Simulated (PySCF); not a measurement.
Run record: geometry optimisation, `C=C/C=C/C=C`.

Computed with LC-wPBE/def2-SV(P) geometry optimisation, gas phase (PySCF 2.14.0). Start geometry: GFN2-xTB. The input is one job of a driver script: a line of settings, then coordinates in Å.

Input:
```
{"job": {"xc": "LC-wPBE", "basis": "def2-SV(P)", "grid": 1, "kind": "geom"}, "charge": 0, "multiplicity": 1}
C     -2.957179     0.902438    -0.432964
C     -1.892931     0.318008     0.113582
C     -0.537163     0.598402    -0.277594
C      0.537375     0.010764     0.274137
C      1.892694     0.292967    -0.117457
C      2.957163    -0.289375     0.430588
H     -3.960415     0.672005    -0.119006
H     -2.857215     1.634142    -1.217882
H     -2.021693    -0.414993     0.900120
H     -0.402320     1.330558    -1.064137
H      0.403194    -0.721315     1.061086
H      2.021593     1.025292    -0.904628
H      2.856019    -1.021178     1.215155
H      3.960200    -0.058162     0.116833
```

Output:
```
step   0  E = -233.03256218  max force = 0.013024
step   1  E = -233.03486568  max force = 0.002912
step   2  E = -233.03489386  max force = 0.000720
step   3  E = -233.03488391  max force = 0.001242
step   4  E = -233.03489763  max force = 0.000443
optimisation converged
```

Energies in Eh; «max force» is the largest Cartesian gradient component in Eh/bohr.

Question: How much energy does the optimisation release, in kJ/mol?

Answer: E(step 0) − E(last step) = 0.002335 Eh, which is 6.1 kJ/mol.

In short: final energy -233.03490 Eh after 4 steps; dipole 0.00 D.

Question: Estimate the wall time. Hardware: one thread, Arm Neoverse V1 (aarch64), no GPU, shared host with 32 logical CPUs at a one-minute load of 16. And the peak memory of the process?

Answer: About 33 s, with 0.53 GiB resident at the peak, the Python interpreter and its libraries included.
Labels such as C1 count atoms from 1, the log's own numbers from 0.
